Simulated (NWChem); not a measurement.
Program: NWChem. System: Cl2 (+1), charge 1, spin multiplicity 2, at a geometry optimised with UPBE/def2-SVP. The structure started from a generated list of species. Its SCF solution wasn't tested for a lower state. Level: UB3LYP/def2-TZVPD, VWN1-RPA local correlation.

Part of the output:

```
             Northwest Computational Chemistry Package (NWChem) 7.3.0
             --------------------------------------------------------

                                NWChem Input Module
                                -------------------

 Scaling coordinates for geometry "geometry" by  1.889725989
 (inverse scale =  0.529177249)

 Turning off AUTOSYM since
 SYMMETRY directive was detected!

                             Geometry "geometry" -> ""
                             -------------------------

 Output coordinates in angstroms (scale by  1.889725989 to convert to a.u.)

  No.       Tag          Charge          X              Y              Z
 ---- ---------------- ---------- -------------- -------------- --------------
    1 Cl                  17.0000     0.00000000     0.00000000     0.97992400
    2 Cl                  17.0000     0.00000000     0.00000000    -0.97992400

 Effective nuclear repulsion energy (a.u.)      78.0326969035

            Nuclear Dipole moment (a.u.)
            ----------------------------
        X                 Y               Z
 ---------------- ---------------- ----------------
     0.0000000000     0.0000000000     0.0000000000

      Symmetry information
      --------------------

 Group name             D2h
 Group number             26
 Group order               8
 No. of unique centers     1

      Symmetry unique atoms

     1


 Summary of "ao basis" -> "" (spherical)
 ------------------------------------------------------------------------------
       Tag                 Description            Shells   Functions and Types
 ---------------- ------------------------------  ------  ---------------------
 *                         def2-tzvpd                 on all atoms

                                 NWChem DFT Module
                                 -----------------

 Summary of "ao basis" -> "ao basis" (spherical)
 ------------------------------------------------------------------------------
       Tag                 Description            Shells   Functions and Types
 ---------------- ------------------------------  ------  ---------------------
 Cl                        def2-tzvpd               16       46   6s6p3d1f

 Summary of "ao basis" -> "ao basis" (spherical)
 ------------------------------------------------------------------------------
       Tag                 Description            Shells   Functions and Types
 ---------------- ------------------------------  ------  ---------------------
 Cl                        def2-tzvpd               16       46   6s6p3d1f

      Symmetry analysis of basis
      --------------------------

        ag         20
        au          4
        b1g         4
        b1u        20
        b2g        11
        b2u        11
        b3g        11
        b3u        11

            General Information
            -------------------
          SCF calculation type: DFT
          Wavefunction type:  spin polarized.
          No. of atoms     :     2
          No. of electrons :    33
           Alpha electrons :    17
            Beta electrons :    16
          Charge           :     1
          Spin multiplicity:     2
          Use of symmetry is: on ; symmetry adaption is: on
          Maximum number of iterations: 100
          AO basis - number of functions:    92
                     number of shells:    32
          Convergence on energy requested:  1.00D-06
          Convergence on density requested:  1.00D-05
          Convergence on gradient requested:  5.00D-04

              XC Information
              --------------
                         B3LYP Method XC Potential
                     Hartree-Fock (Exact) Exchange  0.200
                        Slater Exchange Functional  0.800 local
                    Becke 1988 Exchange Functional  0.720 non-local
              Lee-Yang-Parr Correlation Functional  0.810
                  VWN I RPA Correlation Functional  0.190 local

             Grid Information
             ----------------
          Grid used for XC integration:  medium
          Radial quadrature: Mura-Knowles
          Angular quadrature: Lebedev.
          Tag              B.-S. Rad. Rad. Pts. Rad. Cut. Ang. Pts.
[...]
                     DFT Final Beta Molecular Orbital Analysis
                     -----------------------------------------

 Vector   14  Occ=1.000000D+00  E=-7.124366D-01  Symmetry=b2u
              MO Center= -5.1D-16,  3.1D-16,  2.3D-15, r^2= 1.8D+00
   Bfn.  Coefficient  Atom+Function         Bfn.  Coefficient  Atom+Function
  ----- ------------  ---------------      ----- ------------  ---------------
    17      0.399084  1 Cl py                63      0.399084  2 Cl py
    14      0.185768  1 Cl py                60      0.185768  2 Cl py
    20      0.174224  1 Cl py                66      0.174224  2 Cl py
     8     -0.151275  1 Cl py                54     -0.151275  2 Cl py
    11     -0.068436  1 Cl py                57     -0.068436  2 Cl py

 Vector   15  Occ=1.000000D+00  E=-6.922259D-01  Symmetry=b3u
              MO Center=  8.5D-16, -5.7D-16, -5.1D-15, r^2= 1.8D+00
   Bfn.  Coefficient  Atom+Function         Bfn.  Coefficient  Atom+Function
  ----- ------------  ---------------      ----- ------------  ---------------
    16      0.391106  1 Cl px                62      0.391106  2 Cl px
    19      0.181874  1 Cl px                65      0.181874  2 Cl px
    13      0.178572  1 Cl px                59      0.178572  2 Cl px
     7     -0.148353  1 Cl px                53     -0.148353  2 Cl px
    10     -0.066578  1 Cl px                56     -0.066578  2 Cl px

 Vector   16  Occ=1.000000D+00  E=-6.024190D-01  Symmetry=b3g
              MO Center= -3.3D-16, -8.2D-17, -2.2D-15, r^2= 2.1D+00
   Bfn.  Coefficient  Atom+Function         Bfn.  Coefficient  Atom+Function
  ----- ------------  ---------------      ----- ------------  ---------------
    17      0.437079  1 Cl py                63     -0.437079  2 Cl py
    20      0.243137  1 Cl py                66     -0.243137  2 Cl py
    14      0.213077  1 Cl py                60     -0.213077  2 Cl py
     8     -0.165345  1 Cl py                54      0.165345  2 Cl py
    11     -0.075453  1 Cl py                57      0.075453  2 Cl py

 Vector   17  Occ=0.000000D+00  E=-5.288417D-01  Symmetry=b2g
              MO Center= -1.6D-15,  2.6D-16,  6.7D-15, r^2= 2.2D+00
   Bfn.  Coefficient  Atom+Function         Bfn.  Coefficient  Atom+Function
  ----- ------------  ---------------      ----- ------------  ---------------
    16      0.429424  1 Cl px                62     -0.429424  2 Cl px
    19      0.260212  1 Cl px                65     -0.260212  2 Cl px
    13      0.206857  1 Cl px                59     -0.206857  2 Cl px
     7     -0.162985  1 Cl px                53      0.162985  2 Cl px
    10     -0.073918  1 Cl px                56      0.073918  2 Cl px

 Vector   18  Occ=0.000000D+00  E=-4.072203D-01  Symmetry=b1u
              MO Center= -2.4D-16, -2.3D-16, -2.9D-15, r^2= 2.5D+00
   Bfn.  Coefficient  Atom+Function         Bfn.  Coefficient  Atom+Function
  ----- ------------  ---------------      ----- ------------  ---------------
    18      0.462680  1 Cl pz                64      0.462680  2 Cl pz
    21      0.380269  1 Cl pz                67      0.380269  2 Cl pz
     5     -0.224959  1 Cl s                 51      0.224959  2 Cl s
    15      0.215316  1 Cl pz                61      0.215316  2 Cl pz
     4     -0.198060  1 Cl s                 50      0.198060  2 Cl s

 Vector   19  Occ=0.000000D+00  E=-1.811371D-01  Symmetry=ag
              MO Center= -7.9D-15, -1.7D-15, -2.5D-14, r^2= 5.2D+00
   Bfn.  Coefficient  Atom+Function         Bfn.  Coefficient  Atom+Function
  ----- ------------  ---------------      ----- ------------  ---------------
     6      0.751217  1 Cl s                 52      0.751217  2 Cl s
     5     -0.454182  1 Cl s                 51     -0.454182  2 Cl s
     4     -0.201006  1 Cl s                 50     -0.201006  2 Cl s
    37     -0.141139  1 Cl d  0              83     -0.141139  2 Cl d  0
     3      0.116048  1 Cl s                 49      0.116048  2 Cl s

   alpha - beta orbital overlaps
   -----------------------------

   alpha      1      2      3      4      5      6      7      8      9     10
    beta      1      2      3      4      5      6      7      8      9     10
 overlap   1.000  1.000  1.000  1.000  1.000  1.000  1.000  1.000  1.000  1.000

   alpha     11     12     13     14     15     16     17     18     19     20
    beta     11     12     13     15     14     17     16     18     19     20
 overlap   1.000  1.000  1.000  0.999  1.000  0.999  1.000  1.000  0.999  0.983

   alpha     21     22     23     24     25     26     27     28     29     30
    beta     21     22     25     24     23     27     26     29     28     31
 overlap   1.000  1.000  0.819  1.000  0.821  0.982  1.000  0.999  1.000  0.998

   alpha     31     32     33     34     35     36     37     38     39     40
    beta     30     32     33     34     36     35     37     38     41     39
 overlap   0.999  1.000  0.998  0.999  0.999  1.000  0.996  1.000  0.996  0.964

   alpha     41     42     43     44     45     46     47     48     49     50
    beta     40     42     43     45     44     47     46     48     50     49
 overlap   1.000  0.999  0.961  0.996  0.999  0.992  0.997  1.000  0.991  1.000

   alpha     51     52     53     54     55     56     57     58     59     60
    beta     51     52     53     54     57     55     56     58     59     61
 overlap   0.996  0.996  1.000  1.000  0.999  1.000  1.000  1.000  0.991  0.984

   alpha     61     62     63     64     65     66     67     68     69     70
    beta     62     60     64     63     65     67     68     66     70     69
 overlap   1.000  1.000  0.999  1.000  0.999  1.000  0.991  0.984  0.999  0.999

   alpha     71     72     73     74     75     76     77     78     79     80
    beta     72     71     74     73     76     75     77     78     79     81
 overlap   1.000  1.000  0.998  1.000  1.000  1.000  0.999  1.000  1.000  0.998

   alpha     81     82     83     84     85     86     87     88     89     90
    beta     80     82     83     84     85     86     87     88     89     90
 overlap   0.999  1.000  1.000  1.000  1.000  1.000  1.000  1.000  1.000  1.000

   alpha     91     92
    beta     91     92
 overlap   1.000  1.000

     --------------------------
     Expectation value of S2:
     --------------------------
      <S2> =      0.7540 (Exact =     0.7500)

 center of mass
 --------------
 x =   0.00000000 y =   0.00000000 z =   0.00000000

 moments of inertia (a.u.)
 ------------------
         239.824642737103           0.000000000000           0.000000000000
           0.000000000000         239.824642737103           0.000000000000
           0.000000000000           0.000000000000           0.000000000000

     Multipole analysis of the density
     ---------------------------------

     L   x y z        total         alpha         beta         nuclear
     -   - - -        -----         -----         ----         -------
     0   0 0 0      1.000000    -17.000000    -16.000000     34.000000

     1   1 0 0     -0.000000     -0.000000     -0.000000      0.000000
     1   0 1 0      0.000000      0.000000     -0.000000      0.000000
     1   0 0 1     -0.000000     -0.000000      0.000000      0.000000

     2   2 0 0    -15.458498     -8.759950     -6.698547      0.000000
     2   1 1 0     -0.000000     -0.000000     -0.000000      0.000000
     2   1 0 1      0.000000      0.000000      0.000000      0.000000
     2   0 2 0    -16.737441     -8.632547     -8.104895      0.000000
     2   0 1 1      0.000000      0.000000      0.000000      0.000000
     2   0 0 2     -9.547711    -65.429487    -60.708244    116.590020

 Task  times  cpu:        2.9s     wall:        2.9s

 Total times  cpu:        3.0s     wall:        3.0s
```

Question: Write an NWChem input that would produce this output.

Answer: Several could match; the one computed here: 
```
start mol
memory heap 200 mb stack 900 mb global 1100 mb
charge 1
geometry units angstroms nocenter noautoz
  Cl     0.000000     0.000000     0.979924
  Cl     0.000000     0.000000    -0.979924
  symmetry group D2h
end
basis spherical
  * library def2-tzvpd
end
dft
  xc b3lyp
  odft
  mult 2
  semidirect memsize 60000000 filesize 0
  iterations 100
end
task dft energy
```
